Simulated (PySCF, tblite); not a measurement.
# C2N- anion (C2N−) (triplet): geometry, infrared bands and EPR parameters

What infrared bands and EPR parameters should C2N- anion (C2N−) (triplet) (`[C-]C#N`) show?

Computed with tblite 0.8.0 and PySCF 2.14.0, with density-fitted response routines of our own, on a single molecule in the gas phase. Atoms are numbered from 0 throughout.

### Step 1. The starting structure

3 atoms, charge -1, multiplicity 3; geometry from: force field or distance geometry start.

Bonds of the start (Å): C0–C1 1.55, C1–N2 1.15.

### Step 2. Geometry optimisation with GFN2-xTB

The job: settings as JSON, then the geometry in Å.

```
{"job": {"kind": "relax", "xc": "GFN2-xTB", "basis": "xTB"}, "charge": -1, "multiplicity": 3}
C      1.417500    -0.005200    -0.002600
C     -0.131700     0.117300    -0.011500
N     -1.274300     0.195800     0.001600
```

The run is started by

```
$ OMP_NUM_THREADS=1 python probes_run.py task.json out
```

One launch serves the whole session: the jobs run in the order shown.

**Question.** This job is followed by: GFN2-xTB harmonic vibrations, gas phase; PBE0-D3(BJ)/def2-SVP geometry optimisation, gas phase; UKS B3LYP, IGLO-III on C N, non-relativistic, mean-field spin-orbit, GIAO. Predict these results of the whole session: strongest single infrared mode (GFN2-xTB); zero-point energy (GFN2-xTB); point group; rotational constants (main isotopes); D, E (B3LYP); g(iso) (B3LYP); ⟨S²⟩; largest a(iso).

**Answer**, as computed:

```
                                 quantity                 value
strongest single infrared mode (GFN2-xTB)  1847 cm⁻¹, 79 km/mol
             zero-point energy (GFN2-xTB)          5.4 kcal/mol
                              point group                 Cinfv
     rotational constants (main isotopes)      11.87, 11.87 GHz
                             D, E (B3LYP)     0.594, 0.000 cm⁻¹
                           g(iso) (B3LYP)               2.00269
                                     ⟨S²⟩    2.034 (exact 2.00)
                           largest a(iso)   13C on C0, 48.6 MHz
```

What this shows: The optimisation took 11 steps and gained 0.823 eV; among the close pairs (by a distance rule), C0–C1 changed most, from 1.554 to 1.326 Å (GFN2-xTB). All 4 modes are real, so the xTB geometry is a minimum. The strongest single mode, at 1847 cm⁻¹, moves mainly C1. GFN2-xTB is a fitted tight-binding method: band positions and strengths are rough. Its intensities can rank the bands wrongly. Over 4 steps the energy fell by 0.012 eV; of the close pairs, C1–N2 changed most, 1.229 to 1.211 Å (PBE0/def2-SVP). The largest share of the spin, 1.46 e, sits on C0. The isotropic g lies 0.4 ppt above the free-electron value.
